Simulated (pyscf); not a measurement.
Single points on ωB97X-D3(BJ)/def2-SVP structures (PySCF, gas phase).

Task: For the elementary gas-phase step `[SH][GeH3]` + `[H]` [doublet] → `[S][GeH3]` [doublet] + `[H][H]` (doublet surface; H–S broken, H–H formed), what barrier and reaction energy does ωB97M-D3(BJ)/def2-TZVP give, measured from the separated reactants?

Result: ΔE‡ = 3.5 kcal/mol, ΔE = -14.4 kcal/mol. Zero-point energy shifts the barrier by -0.6 kcal/mol. It is a hydrogen abstraction, with an imaginary mode of 910i cm⁻¹. •S–GeH₃ lies 8.3 kcal/mol over its isomer HS–GeH₂• (electronic energy, ωB97M-D3(BJ)/def2-TZVP). This is the saddle that the search found; another between the same sides may lie lower. The angle at the transferred H is 173°. Elements up to Kr have no core potential and no relativistic terms here.
